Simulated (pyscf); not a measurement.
Thermochemistry of product channels of H₃C–SiH(CH₃)–CH₃ on the singlet surface, in kcal/mol, from ωB97M-D3(BJ)/def2-TZVP energies (ideal gas, 1 atm, RRHO with modes under 100 cm⁻¹ raised to 100, one conformer, R ln 2 for chiral ones without a mode under 150 cm⁻¹). PySCF, gas phase, ωB97X-D3(BJ)/def2-SVP geometries.

| products | ΔE | ΔH(298 K) | ΔG(298 K) | ΔG(600 K) |
|---|---|---|---|---|
| H₃C–CH₂–SiH₂–CH₃ | +13.2 | +13.1 | +12.9 | +12.8 |
| CH₄ + H₂C=SiH–CH₃ | +52.8 | +50.8 | +40.3 | +29.9 |
| cyclic C₃H₈Si (SMILES C[SiH]1CC1) + H₂ | +59.0 | +53.7 | +45.8 | +37.6 |
| H₂C=Si(CH₃)–CH₃ + H₂ | +58.5 | +53.8 | +44.8 | +35.4 |
| CH₂ [singlet] + H₃C–SiH₂–CH₃ | +124.0 | +117.8 | +106.7 | +95.4 |

These are energies of the channels, which say nothing of barriers. H₂C=SiH–CH₃ lies 7.5 kcal/mol over its isomer H₂C=CH–SiH₃ (electronic energy, ωB97M-D3(BJ)/def2-TZVP). cyclic C₃H₈Si (SMILES C[SiH]1CC1) lies 7.5 kcal/mol over its isomer H₂C=CH–SiH₂–CH₃ (electronic energy, ωB97M-D3(BJ)/def2-TZVP). CH₂ [singlet] is an excited spin state, 8.9 kcal/mol over the triplet at ωB97X-D3(BJ)/def2-TZVP. A restricted singlet here is unstable towards spin polarisation, as is usual where a triplet lies low; its energy is less safe.
